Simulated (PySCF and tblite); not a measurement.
Results of a calculation; reference values are marked as such.
(E)-crotonaldehyde, C₄H₆O, numbered as in [CH3:1]/[CH:2]=[CH:3]/[CH:4]=[O:5]. Conformer-averaged GIAO shifts at 298.15 K against TMS at the same level, unscaled (PySCF, tblite), from 2 protocols:

A: shieldings PBE0/pcSseg-1 (IEF-PCM, chloroform); weights PBE0-D3(BJ)/pcSseg-1 (IEF-PCM, chloroform) // GFN2-xTB; 2 conformers.
B: shieldings wB97X-D/pcSseg-1 (IEF-PCM, chloroform); weights CAM-B3LYP-D3(BJ)/def2-TZVP (IEF-PCM, chloroform) // PBE0-D3(BJ)/def2-SVP; 2 conformers.

| signal | measured (ppm) | A | B |
| --- | --- | --- | --- |
| H1 | 2.03 | 2.31 | 2.19 |
| H2 | 6.87 | 7.28 | 7.04 |
| H3 | 6.15 | 6.37 | 6.23 |
| H4 | 9.5 | 9.66 | 9.31 |
| C1 | 18.7 | 24.1 | 22.3 |
| C2 | 153.9 | 169.0 | 169.6 |
| C3 | 134.7 | 140.8 | 141.2 |
| C4 | 193.9 | 200.6 | 201.4 |

Measured: Stadelmann, Balmer, Riniker, Ebert, PCCP 2022; solvent: CDCl3.

Task: Which protocol comes closest to experiment?

Result: For ¹³C protocol B has the smallest mean absolute error, but the gap to the next is too small to matter. For ¹H protocol B has the smallest mean absolute error, though another scatters less about its mean error.
```tsv
nucleus	ppm	A	B
¹³C	mean absolute error	8.3	8.3
¹³C	scatter about the mean error	3.9	4.5
¹H	mean absolute error	0.27	0.15
¹H	scatter about the mean error	0.09	0.15
```

For scale, the study of C/C=C/C=O took 44 s on 1 thread of Arm Neoverse V1 (shared host) (rough), launched as `OMP_NUM_THREADS=1 python ens_run.py task.json out`.
